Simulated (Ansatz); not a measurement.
Input file:

```yaml
crystal:
  periodic: [false, false, false]
  atoms:
    - {symbol: Si, position_ang: [-2.742551, 0.000000, 0.000001]}
    - {symbol: H, position_ang: [-3.237423, 1.399708, 0.000001]}
    - {symbol: H, position_ang: [-3.237422, -0.699855, 1.212183]}
    - {symbol: H, position_ang: [-3.237423, -0.699854, -1.212182]}
    - {symbol: H, position_ang: [-0.885551, 0.000000, 0.000000]}
    - {symbol: Ge, position_ang: [1.140449, 0.000000, 0.000000]}
    - {symbol: H, position_ang: [1.609117, -1.465915, 0.000000]}
    - {symbol: H, position_ang: [1.609117, 0.732958, -1.269520]}
    - {symbol: H, position_ang: [1.609117, 0.732958, 1.269519]}
basis:
  gaussian: {orbitals: cc-pVDZ}
magnetization: {spin_polarized: false, initial_magnetization: 1}
correlation: {method: bccd_t, electrons: outside_noble_gas}
```

```sh
$ ansatz run in.yaml --threads 1 --pin off --events-out ev --progress --plain --max-ram 2816MiB --backend cpu
```

Log:

```
810 factors; integrals over basis functions are off by at most 1.3e-3 eV
mean field evaluation 1: about -64441.8981 eV, gradient 1.2e1 eV
mean field evaluation 2: about -64441.9042 eV, gradient 1.2e1 eV
mean field evaluation 4: about -64442.8969 eV, gradient 7.3e-1 eV
mean field evaluation 8: about -64442.9058 eV, gradient 9.9e-3 eV
mean field evaluation 16: about -64442.8941 eV, gradient 2.8e-1 eV
mean field -64442.90580049 eV, -2368.2331071976 hartree, gradient 2.7e-6 eV, S^2 0.750000; 0 other end points of the search recorded, 0 dependent functions left out
19 core orbitals not correlated: weight in the atoms' cores, before any rotation towards them, 0.999 or more for the frozen orbitals, at most 0.000 for the correlated occupied ones
reference -64442.90580049 eV, -2368.2331071976 hartree; 8, 7 occupied and 53, 54 virtual orbitals, 810 factors
second order -5.99706233 eV of doubles, -0.07316670 eV of singles
cycle   1  -7.21018787 eV  change    -1.1e0 eV  update   7.9e-2
cycle   2  -7.60166648 eV  change   -3.9e-1 eV  update   3.0e-2
cycle   3  -7.61253089 eV  change   -1.1e-2 eV  update   9.2e-3
cycle   4  -7.60783618 eV  change    4.7e-3 eV  update   4.0e-3
cycle   5  -7.60553124 eV  change    2.3e-3 eV  update   2.0e-3
cycle   6  -7.60544302 eV  change    8.8e-5 eV  update   8.0e-4
cycle   7  -7.60580638 eV  change   -3.6e-4 eV  update   2.6e-4
cycle   8  -7.60587956 eV  change   -7.3e-5 eV  update   9.8e-5
cycle   9  -7.60583566 eV  change    4.4e-5 eV  update   3.9e-5
cycle  10  -7.60583447 eV  change    1.2e-6 eV  update   1.6e-5
perturbative correction -0.16778279 eV, -0.0061659037 hartree
Total energy: -64450.67941775 eV, -2368.5187823627 hartree
```

Ran on 1 thread of AMD EPYC 7R13, shared host: 6 s wall, 0.41 GiB peak host memory.
